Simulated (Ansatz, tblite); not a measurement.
C axis length (Å) of solids drawn from the class of tetrahedrally bonded semiconductors and semimetals, at two levels: GFN2-xTB tight binding with its D4 term, in tblite, supercell at the zone centre, Fermi filling at 1000 K (free energies), no spin polarisation (tblite), and r²SCAN (PAW; Ansatz, a program for electronic structure).

```csv
solid,GFN2-xTB,r²SCAN,shift (%)
wurtzite BN (high-pressure phase),4.242,4.208,-0.80
wurtzite GaN,5.158,5.184,+0.50
wurtzite CdSe,7.281,7.078,-2.79
2H-SiC,5.061,5.048,-0.26
wurtzite CdS,6.935,6.766,-2.44
wurtzite AlN,5.110,4.978,-2.58
```

The shifts run from -2.79 % to +0.50 %, with a median of -1.62 %.

Over all 6 rows r²SCAN is the larger in 1.

Ansatz's runs of these crystals have no spin polarisation.

Caveats: the method was fitted mainly to molecules (GFN2-xTB: wurtzite BN, wurtzite GaN, wurtzite CdSe, 2H-SiC, wurtzite CdS, wurtzite AlN); the run uses a supercell at the zone centre in place of a k mesh (GFN2-xTB: wurtzite BN, wurtzite GaN, wurtzite CdSe, 2H-SiC, wurtzite CdS, wurtzite AlN). Ansatz's density-functional and Hartree–Fock values are scalar-relativistic unless marked +SOC, with PAW data made under PBE.
